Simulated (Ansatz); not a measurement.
# Swapping H for F on C: the atomisation energy

On one C centre that keeps CH3, n of the H ligands are replaced by F. The atomisation energy (no zero-point term) y in kJ/mol at CCSD(T)/CBS estimate. Shapes, held fixed at every level: PBE0-D4/def2-TZVP. Programs: Ansatz 0.2.0.

| molecule | n | y (kJ/mol) |
| --- | --- | --- |
| C2H6 | 0 | 2982 |
| C2H5F | 1 | 3016 |
| C2H4F2 | 2 | ? |
| C2H3F3 | 3 | 3182 |

Q: Fit y = c + s·n to the known rows and predict C2H4F2.

A: 
1. Means of the 3 rows: n = 1.33333, y = 3060.0.
2. Σ(Δn)² = 4.6667, Σ(Δn·Δy) = 322, so the slope is 322/4.6667 = 69.
3. Intercept: 3060.0 − (69) × 1.33333 = 2968.0. The largest residual of the fit is 21.
4. C2H4F2: 2968.0 + (69) × 2 = 3106 kJ/mol.

The run gave 3091 kJ/mol, so the prediction is off by +15 kJ/mol, within the scatter of the fit. The step per swap changes from +34 to +91 kJ/mol along the series, so a line misses the bend: the ligands act on one another. The slope is only an average step. Other levels give for C2H4F2: wB97X-V/def2-TZVPP 3097; MP2/def2-SVP 3008 kJ/mol. The series runs otherwise at HF/def2-SVP, HF/def2-TZVPP. The CBS estimate extrapolates MP2 from def2-TZVPP and def2-QZVPP and adds CCSD(T) − MP2 in the triple-zeta set, cores frozen.
